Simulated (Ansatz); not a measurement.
One geometry of C3H5, several levels of theory.

```yaml
crystal:
  periodic: [false, false, false]
  atoms:
    - {symbol: C, position_ang: [-0.125037, 0.295735, 0.349274]}
    - {symbol: C, position_ang: [0.728897, 0.776671, -0.619350]}
    - {symbol: C, position_ang: [-0.642546, -0.981011, 0.377991]}
    - {symbol: H, position_ang: [1.103764, 1.791260, -0.589017]}
    - {symbol: H, position_ang: [-0.391785, -1.700467, -0.393640]}
    - {symbol: H, position_ang: [-0.411674, 0.973889, 1.150207]}
    - {symbol: H, position_ang: [-1.310516, -1.302444, 1.166235]}
    - {symbol: H, position_ang: [1.048886, 0.146377, -1.441700]}
basis:
  gaussian: {orbitals: def2-TZVPD, initial_orbitals: start.molden}
magnetization: {spin_polarized: true, initial_magnetization: 1}
correlation: {method: ccsd_t}
scf: {omitted_lower_state_checks: [starts, cluster_reference]}
output: {orbitals: {seedname: orbitals}}
```

The file start.molden holds the orbitals of an earlier run on this structure, at another level or in another basis.

```sh
$ ansatz run in.yaml --threads 2 --pin off --events-out ev --progress --plain --max-ram 4352MiB
```

Shortened log:

```
Functional definition: HF
1077 factors; integrals over basis functions are off by at most 8.9e-4 eV
mean field evaluation 1: about -3169.9227 eV, gradient 1.3e1 eV
mean field evaluation 2: about -3170.4595 eV, gradient 5.3e-1 eV
mean field evaluation 4: about -3170.4890 eV, gradient 1.1e-2 eV
mean field evaluation 8: about -3170.4890 eV, gradient 2.5e-6 eV
mean field -3170.48895956 eV, -116.5133202292 hartree, gradient 2.5e-6 eV, S^2 0.947784; 0 other end points of the search recorded, 0 dependent functions left out
3 core orbitals not correlated: weight in the atoms' cores, before any rotation towards them, 1.000 or more for the frozen orbitals, at most 0.000 for the correlated occupied ones
reference -3170.48895956 eV, -116.5133202292 hartree; 9, 8 occupied and 144, 145 virtual orbitals, 1077 factors
second order -12.10074391 eV of doubles, -0.00000000 eV of singles
cycle   1  -12.77956008 eV  change   -6.8e-1 eV  update   8.8e-2
cycle   2  -13.19594657 eV  change   -4.2e-1 eV  update   3.7e-2
cycle   3  -13.31572567 eV  change   -1.2e-1 eV  update   2.5e-2
cycle   4  -13.32501801 eV  change   -9.3e-3 eV  update   1.1e-2
cycle   5  -13.32682234 eV  change   -1.8e-3 eV  update   2.8e-3
cycle   6  -13.32743931 eV  change   -6.2e-4 eV  update   8.6e-4
cycle   7  -13.32754061 eV  change   -1.0e-4 eV  update   2.9e-4
cycle   8  -13.32759448 eV  change   -5.4e-5 eV  update   1.0e-4
cycle   9  -13.32758145 eV  change    1.3e-5 eV  update   3.2e-5
cycle  10  -13.32757701 eV  change    4.4e-6 eV  update   1.0e-5
perturbative correction -0.55787033 eV, -0.0205013564 hartree
Total energy: -3184.37440690 eV, -117.0236010070 hartree
Checks for a lower state left out: starts, cluster_reference
```

Run time 1.7 min (2 threads of Arm Neoverse N1 on a shared host), peak host memory 2.8 GiB.

First input, but with `gaussian: {orbitals: 6-31G}`, `hamiltonian: {xc: {name: B3LYP}, dispersion: d4}`, `scf: {omitted_lower_state_checks: [starts]}` and without the key `correlation` (abridged; 1.3 s):

```
Functional definition: B3LYP
mean field evaluation 16: about -3190.1554 eV, gradient 4.6e-5 eV
mean field -3190.15541015 eV, -117.2360489581 hartree, gradient 4.6e-5 eV, S^2 0.780232
Total energy: -3190.31926949 eV, -117.2420706776 hartree
Checks for a lower state left out: starts
```

First input, but with `gaussian: {orbitals: def2-SVP, initial_orbitals: start.molden}`, `hamiltonian: {xc: pbe0, dispersion: d4}`, `scf: {omitted_lower_state_checks: [starts]}` and without the key `correlation` (abridged; 1.8 s):

```
Functional definition: PBE0
mean field -3184.41446209 eV, -117.0250730082 hartree, gradient 2.0e-5 eV, S^2 0.790463
Total energy: -3184.49837291 eV, -117.0281566738 hartree
Checks for a lower state left out: starts
```

The first input with `gaussian: {orbitals: def2-TZVP, initial_orbitals: start.molden}`, `hamiltonian: {xc: r2scan, dispersion: d4}`, `scf: {omitted_lower_state_checks: [starts]}` and without the key `correlation` (abridged; 5.5 s):

```
Functional definition: r2SCAN
mean field -3189.96075772 eV, -117.2288956133 hartree, gradient 2.4e-5 eV, S^2 0.797691
Total energy: -3189.98527539 eV, -117.2297966210 hartree
Checks for a lower state left out: starts
```

The first input with `gaussian: {orbitals: def2-TZVP, initial_orbitals: start.molden}`, `hamiltonian: {xc: lda}`, `scf: {omitted_lower_state_checks: [starts]}` and without the key `correlation` (abridged; 1.4 s):

```
Functional definition: SPW92
mean field -3161.20747975 eV, -116.1722321375 hartree, gradient 6.8e-6 eV, S^2 0.756567
Total energy: -3161.20751194 eV, -116.1722333202 hartree
Checks for a lower state left out: starts
```

As the first input, with `gaussian: {orbitals: def2-SVP, initial_orbitals: start.molden}`, `hamiltonian: {xc: pbe, dispersion: d4}`, `scf: {omitted_lower_state_checks: [starts]}` and without the key `correlation` (abridged; 1.7 s):

```
Functional definition: PBE
mean field -3183.83055090 eV, -117.0036146679 hartree, gradient 2.6e-5 eV, S^2 0.765890
Total energy: -3183.93256900 eV, -117.0073637638 hartree
Checks for a lower state left out: starts
```

The first input with `gaussian: {orbitals: def2-TZVP, initial_orbitals: start.molden}`, `hamiltonian: {xc: pbe0, dispersion: d4}` and without the key `correlation`, `scf` (abridged; 5.5 s):

```
Functional definition: PBE0
mean field evaluation 16: about -3187.8201 eV, gradient 3.3e0 eV
mean field -3187.87064627 eV, -117.1520854341 hartree, gradient 1.6e-5 eV, S^2 0.789000; 1 other end points of the search recorded, 0 dependent functions left out
Total energy: -3187.95456219 eV, -117.1551692873 hartree
```

Geometry: PBE0-D4/def2-TZVP.

B3LYP takes the VWN-RPA correlation. Correlated methods freeze 3 core orbitals. At CCSD(T)/def2-TZVPD the charge 0 doublet is spin-contaminated (final ⟨S²⟩ up to 0.95, 0.75 for a pure state). The structure comes from a short search, and lower isomers may exist.
